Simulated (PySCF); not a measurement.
# Static response to an electric field

Species: C₃H₃FO₂.
Numbering: `[O:1]=[C:2]([OH:3])/[CH:4]=[CH:5]\[F:6]` (hydrogens: H7 on O3; H8 on C4; H9 on C5)

Geometry (GFN2-xTB, Å), atoms numbered from 1 in this order:
```
atom  x, y, z in Å
O1     1.6427   -1.4231   -0.0576
C2     0.9273   -0.4655   -0.2092
O3     1.3820    0.7890   -0.1824
C4    -0.5283   -0.5713   -0.4412
C5    -1.3756    0.4354   -0.6169
F6    -1.0305    1.7152   -0.6111
H7     2.3391    0.7985   -0.0279
H8    -0.9052   -1.5810   -0.4630
H9    -2.4379    0.3089   -0.7847
```

Level: wB97X-D/def2-SVPD (PySCF), static field, nuclei fixed, core orbitals frozen in the response. The polarisability tensor in these axes (au):

```
x   56.18 -8.45  4.51
y   -8.45 51.19 -2.16
z    4.51 -2.16 31.13
```

Question: What are the eigenvalues, a third of the trace, and Δα (Δα² = ½Σ(αi − αj)² over the three pairs)?

Answer: Principal values 30.32, 44.93 and 63.25 au; mean 46.17 au = 6.84 Å³ = 7.61 × 10⁻⁴⁰ C²·m²/J; Δα = 28.58 au (62 % of the mean).

Question: What is the dipole moment, and where does it point?

Answer: (-1.65, 0.83, -0.30) D, 1.87 D in size, pointing from the negative to the positive side. Measured along this direction, the outermost atoms are O1 at the negative end and H9 at the positive end.

Question: Traceless (Buckingham) quadrupole moment about the centre of nuclear charge: eigenvalues?

Answer: -13.06, -0.99, 14.05 D·Å. The values depend on the origin, since the dipole doesn't vanish. The electronic extent ⟨r²⟩ about the same centre is 547 bohr², a root-mean-square distance of 1.82 Å for the 46 electrons.

Question: Find the Langevin capture rate constant for H3+ (3.023 u) meeting this molecule (90.012 u), k = 2.342 × 10⁻⁹ cm³/s × √(α in Å³ / reduced mass in u).

Answer: The reduced mass is 2.93 u, so k = 3.58 × 10⁻⁹ cm³/s. The formula leaves out the permanent dipole, which adds to the capture rate.

Question: Along which axes do the principal values lie, and how far do the nuclei extend along each?

Answer: Largest value along (0.80, -0.59, 0.15), where the nuclei span 4.37 Å; middle along (0.58, 0.81, 0.06), 3.85 Å; least along (-0.16, 0.04, 0.99), 0.00 Å. The response follows the extents in order.

Question: Rayleigh depolarisation ratio (linearly polarised light, static tensor)?

Answer: ρ = 3Δα²/(45ᾱ² + 4Δα²) = 2450.4/(95908 + 3267.2) = 0.0247.

Question: What molar refraction does this α imply?

Answer: Lorentz–Lorenz: R = (4π/3)N_A α = 2.5225 cm³/(mol·Å³) × 6.84 Å³ = 17.3 cm³/mol, in the limit of long wavelengths.

Geometry: GFN2-xTB, one conformer, isolated molecule.
